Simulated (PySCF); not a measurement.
CH₃NO, SMILES NC=O (connectivity only; charge and spin as stated), charge +1, multiplicity 2. Atoms are numbered in the order given.

```xyz
6

N      0.1566    -1.0700     0.0000
C     -0.3809     0.1091     0.0000
O      0.2420     1.2121     0.0000
H      1.1650    -1.2020     0.0000
H     -0.4351    -1.8945     0.0000
H     -1.4764     0.2354     0.0000
```
Charge +1, spin multiplicity 2.

Coordinates come from a TPSSh-D3(BJ)/def2-TZVP optimisation. The spin state was assumed, not searched. Other conformers were not sampled.

Calculation: CAM-B3LYP/def2-TZVPD in PySCF.

Mulliken values depend strongly on the basis, most of all with diffuse functions as here. Atomic charges (e):

| atom | meta-Löwdin | Mulliken | Mulliken spin |
|---|---|---|---|
| N1 | ? | -0.20 | 0.03 |
| C2 | ? | 0.32 | -0.04 |
| O3 | ? | -0.05 | 0.95 |
| H4 | 0.32 | 0.29 | 0.00 |
| H5 | 0.32 | 0.28 | 0.00 |
| H6 | 0.23 | 0.37 | 0.07 |

Complete the blanks. (An estimate is asked for; the answer gives what the named calculation found.)


- N1, meta-Löwdin: -0.27
- C2, meta-Löwdin: 0.37
- O3, meta-Löwdin: 0.02
